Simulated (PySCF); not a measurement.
Rock-salt MgO: correlation energy from several methods in one and the same small orbital space (PySCF; 2 atoms at the zone centre, 8 electrons in 23 orbitals, empty ones MP2 natural orbitals of a DZ basis, lattice constant set to 4.207 Å). It tests the methods against each other and lies far from the crystal's limit.

```
method    E_corr (eV per atom)  share of full CI (%)  error (meV)
--------  --------------------  --------------------  -----------
MP2                    -2.2815                  85.9          374
CCSD                   -2.6008                  97.9           55
CCSD(T)                -2.6403                  99.4           16
CCSDT                  -2.6503                  99.8            6
CCSDT(Q)               -2.6554                 100.0            0
full CI                -2.6559                 100.0            0
```

The Hartree–Fock determinant has a weight of 0.92 in the full CI state.

MP2, (T) and (Q) use filled levels shifted down by the Madelung term, which in so small a cell is a large part of the gap, so these rows hang on it.
